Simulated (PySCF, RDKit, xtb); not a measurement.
**CH3AlS: from the formula to a structure**

Given the formula CH3AlS and nothing else, which arrangement of the atoms is the most stable in the gas at 298.15 K, and what are its properties?

Plan: many cheap relaxations first (GFN2-xTB), then density-functional screening, relaxation at B3LYP-D4/def2-SVP, vibrations (at GFN2-xTB) and a final energy. The numbers are computed, not measured.

1 further run of the same task is left out (set aside as unsound or not needed).

## (1) Drawing up candidates

All bonding patterns within simple valence rules are listed by program: one Lewis structure each, at most two rings and one unusual centre or charged pair. O–O, O–halogen and N–halogen bonds and N–N–N chains are not drawn. That gives 17 candidates.

c029 [CH3][Al+][S-]; c153 [Al][CH2]S; c154 C[S][Al]; c354 C#[S][AlH2]; c405 C[S][Al] (triplet); c433 [AlH+][CH-]S; c446 C=[SH][Al]; c474 [CH2]1[AlH][S]1; c485 [AlH2][C]#[SH]; c682 [CH][AlH][SH] (triplet); c754 [CH2-][Al+][SH]; c820 [CH][AlH][SH]; c827 [AlH2][CH]=S; c861 [CH]1=[S+][AlH2-]1; c896 [CH]1=[SH][AlH]1; c931 C=[SH][Al] (triplet); c958 [Al][CH2]S (triplet).

Candidates are built by distance geometry, with a force field where one applies, in up to four conformers (letters a to d). 10 starts with atoms placed at random are added, to find patterns that the rules miss.

**Question.** With final energies at CCSD(T)/def2-TZVP, which structure will this search put lowest in free energy, and by what margin?

| quantity | value |
| --- | --- |
| lowest structure found | [CH3][Al+][S-], singlet |
| next finalist | C[S][Al], singlet, 13.5 kcal/mol higher in G |
| share at equilibrium, among the finalists | 100.0 % |
| lowest excitation (TD-B3LYP/def2-SVPD) | 3.92 eV (f = 0.043) |
| lowest triplet excitation, same level, Tamm-Dancoff | 3.53 eV |

The lowest structure found is `[CH3][Al+][S-]`. The margin of 13.5 kcal/mol over the next finalist is beyond the usual error of the last level; it says nothing of structures that weren't ranked. GFN2-xTB, HF/STO-3G, r2SCAN-D4/def2-SVP, B3LYP-D4/def2-SVP, HF/def2-TZVP and MP2/def2-TZVP already put its bonding pattern lowest among the structures in one piece. Lowest found is not proven lowest: the search is finite, and each finalist counts with one conformer. Patterns outside the rules of the enumeration were met only by chance. The lowest isomer need not be the one that is made and kept in a bottle, which depends on barriers.
